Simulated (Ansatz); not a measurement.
Input file:

```yaml
crystal:
  periodic: [false, false, false]
  atoms:
    - {symbol: Al, position_ang: [0.000000, 0.000000, -0.910497]}
    - {symbol: P, position_ang: [0.000000, 0.000000, 2.477321]}
    - {symbol: C, position_ang: [0.000000, 0.000000, 0.902670]}
    - {symbol: H, position_ang: [0.000000, 0.000000, -2.469495]}
basis:
  gaussian: {orbitals: cc-pVDZ}
total_charge: 1
magnetization: {spin_polarized: false, initial_magnetization: 2}
correlation: {method: bccd, electrons: valence}
scf: {omitted_lower_state_checks: [cluster_reference]}
output: {forces: true}
```

```sh
$ ansatz run in.yaml --threads 1 --pin off --events-out ev --progress --plain --max-ram 2393MiB
```

Output:

```
these checks for a lower state are left out or cut short: cluster_reference
549 factors; integrals over basis functions are off by at most 1.2e-3 eV
mean field evaluation 1: about -16880.4504 eV, gradient 4.1e1 eV
mean field evaluation 2: about -16880.4574 eV, gradient 4.1e1 eV
mean field evaluation 4: about -16889.3649 eV, gradient 7.3e0 eV
mean field evaluation 8: about -16889.7631 eV, gradient 1.9e-1 eV
mean field evaluation 16: about -16889.8582 eV, gradient 6.7e-1 eV
mean field evaluation 32: about -16888.0073 eV, gradient 4.3e-2 eV
mean field evaluation 64: about -16889.7643 eV, gradient 1.5e-5 eV
mean field evaluation 96: about -16890.3356 eV, gradient 3.7e-2 eV
mean field evaluation 128: about -16889.9933 eV, gradient 1.2e0 eV
mean field evaluation 160: about -16889.7650 eV, gradient 4.3e-2 eV
mean field evaluation 192: about -16889.7643 eV, gradient 8.4e-4 eV
mean field -16890.33556803 eV, -620.7083834444 hartree, gradient 7.2e-7 eV, S^2 2.000000; 14 other end points of the search recorded, 0 dependent functions left out
11 core orbitals not correlated: weight in the atoms' cores, before any rotation towards them, 1.000 or more for the frozen orbitals, at most 0.000 for the correlated occupied ones
reference -16890.33556803 eV, -620.7083834444 hartree; 7, 5 occupied and 37, 39 virtual orbitals, 549 factors
second order -6.24219508 eV of doubles, -0.11671207 eV of singles
cycle   1  -7.01629287 eV  change   -6.6e-1 eV  update   8.3e-2
cycle   2  -7.30987251 eV  change   -2.9e-1 eV  update   3.3e-2
cycle   3  -7.35666979 eV  change   -4.7e-2 eV  update   1.9e-2
cycle   4  -7.35631591 eV  change    3.5e-4 eV  update   1.1e-2
cycle   5  -7.35944461 eV  change   -3.1e-3 eV  update   7.1e-3
cycle   6  -7.36184399 eV  change   -2.4e-3 eV  update   4.0e-3
cycle   7  -7.36383209 eV  change   -2.0e-3 eV  update   2.1e-3
cycle   8  -7.36540544 eV  change   -1.6e-3 eV  update   1.2e-3
cycle   9  -7.36588776 eV  change   -4.8e-4 eV  update   6.6e-4
cycle  10  -7.36605858 eV  change   -1.7e-4 eV  update   2.8e-4
cycle  11  -7.36621090 eV  change   -1.5e-4 eV  update   1.2e-4
cycle  12  -7.36621005 eV  change    8.5e-7 eV  update   5.3e-5
cycle  13  -7.36622662 eV  change   -1.7e-5 eV  update   2.2e-5
cycle  14  -7.36621417 eV  change    1.2e-5 eV  update   1.0e-5
cycle  15  -7.36621126 eV  change    2.9e-6 eV  update   4.7e-6
cycle  16  -7.36621359 eV  change   -2.3e-6 eV  update   2.0e-6
cycle  17  -7.36621441 eV  change   -8.2e-7 eV  update   1.0e-6
cycle  18  -7.36621508 eV  change   -6.7e-7 eV  update   5.1e-7
the calculation of the forces begins
Total energy: -16897.70178311 eV, -620.9790868555 hartree
Atom 0 at     0.000000     0.000000    -0.910497 Å, force     0.000000     0.000000    -1.217506 eV/Å
Atom 1 at     0.000000     0.000000     2.477321 Å, force    -0.000000    -0.000000     6.406272 eV/Å
Atom 2 at     0.000000     0.000000     0.902670 Å, force     0.000000     0.000000    -5.284903 eV/Å
Atom 3 at     0.000000     0.000000    -2.469495 Å, force     0.000000    -0.000000     0.096137 eV/Å
Dipole moment:    -0.000000     0.000000    -0.866344 e Å
Checks for a lower state left out: cluster_reference
```

Forces (eV/Å):
```
Al   0.000  0.000 -1.218
P    0.000  0.000  6.406
C    0.000  0.000 -5.285
H    0.000  0.000  0.096
```

Ran on 1 thread of Arm Neoverse V2, shared host: 10 s wall, 0.24 GiB peak host memory.
